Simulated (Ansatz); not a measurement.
C2H3F3 (1,1,1-trifluoroethane): from total energies to a heat of formation

C2H3F3: 8 atoms, total charge 0, spin state singlet. As SMILES, `CC(F)(F)F`. The shape is that of a PBE0-D4/def2-TZVP optimisation.

Total energies at r2SCAN0/cc-pVDZ (Ansatz 0.2.0); the atoms run unrestricted:

| species | state | energy (Eh) |
| --- | --- | --- |
| C2H3F3 | singlet | -377.371877 |
| C | triplet | -37.827855 |
| F | doublet | -99.681445 |
| H | doublet | -0.499226 |

Harmonic wavenumbers at PBE0-D4/def2-TZVP, in cm⁻¹: 227, 365, 365, 544, 544, 606, 849, 978, 978, 1243, 1243, 1297, 1431, 1476, 1476, 3088, 3180, 3181.

Measured heats of formation of the gaseous atoms at 298.15 K, in kJ/mol: C 716.9, F 79.4, H 218.0. Spin-orbit lowering of the atoms at 298 K (mean of the ground term's levels less their thermal mean, from spectra), in kJ/mol: C 0.02, F 1.29. Take 1 Eh = 2625.50 kJ/mol, 1 cm⁻¹ = 0.0119627 kJ/mol, RT = 2.479 kJ/mol.

Task: Work out the heat of formation of the gas at 298 K.

Result: 
1. Electronic atomisation energy: 2 × (-37.827855) + 3 × (-99.681445) + 3 × (-0.499226) − (-377.371877) = 1.174154 Eh = 3082.7 kJ/mol.
2. Zero-point energy: half the sum of the wavenumbers, 11535.5 cm⁻¹ = 138.0 kJ/mol.
3. Thermal vibrational enthalpy, Σ hcν̃/(exp(hcν̃/kT) − 1): 5.1 kJ/mol. Translation, rotation and pV of a non-linear molecule: 4 RT = 9.9 kJ/mol.
4. The 8 free atoms carry 5/2 RT each: 49.6 kJ/mol.
5. Spin-orbit coupling lowers the free atoms by 2 × 0.02 + 3 × 1.29 = 3.9 kJ/mol.
6. Atomisation enthalpy at 298 K: 3082.7 − 3.9 − 138.0 − 5.1 − 9.9 + 49.6 = 2975.4 kJ/mol.
7. Sum of the atoms' heats of formation: 2326.0 kJ/mol. Heat of formation: 2326.0 − 2975.4 = -649.4 kJ/mol.

The tabulated value is -744.6 kJ/mol (CRC Handbook of Chemistry and Physics), so this level is off by +95.2 kJ/mol, or 3.1 % of the atomisation enthalpy that the table implies (3070.5 kJ/mol). Anharmonicity and any spin-orbit splitting of the molecule are left out.
